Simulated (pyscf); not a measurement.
A first-order saddle from PySCF, ωB97X-D3(BJ)/def2-SVP:

```
Si
O 1 1.6813
H 2 0.9644 1 115.90
H 1 1.4883 2 111.28 3 50.13
H 1 1.4894 4 120.68 2 -111.47
H 1 1.6807 4 82.98 5 -82.93
As 6 1.7989 1 99.39 4 -116.85
H 7 1.5324 6 79.91 1 -108.86
H 7 1.5489 8 88.99 6 -136.84
H 1 1.6833 4 92.12 6 -76.50
```

Surface: singlet, charge 0. Lowest wavenumbers (cm⁻¹): 757i, 79, 234, 293, 362.

Question: What reaction is this the transition state of?

Answer: AsH₃ + silanol (HO–SiH₃) <-> AsH₃ + silanol (HO–SiH₃), a four-centre exchange read from left to right: As–H, H–Si broken and As–H, H–Si formed. At CCSD(T)/def2-TZVPP + ΔMP2(QZVPP) it lies +63.4 kcal/mol from the left side and +63.4 kcal/mol from the right (each side as separated species at their lowest minima found). At the saddle there is also a short As–Si contact that neither side keeps. The same reactants have a lower exit, to HO–AsH₂ + SiH₄ (barrier +53.6 kcal/mol at ωB97M-D3(BJ)/def2-TZVP, against +61.6 kcal/mol here). This is the saddle that the search found; another between the same sides may lie lower. The CCSD(T) − MP2 part came from Ansatz, without density fitting, on the same reference. The frozen core leaves the outer d or s,p core shells of the metals and heavy elements correlated in the MP2 and CC values, and def2-TZVPP describes them poorly, which can shift differences by a few kcal/mol. Elements up to Kr have no core potential and no relativistic terms here.
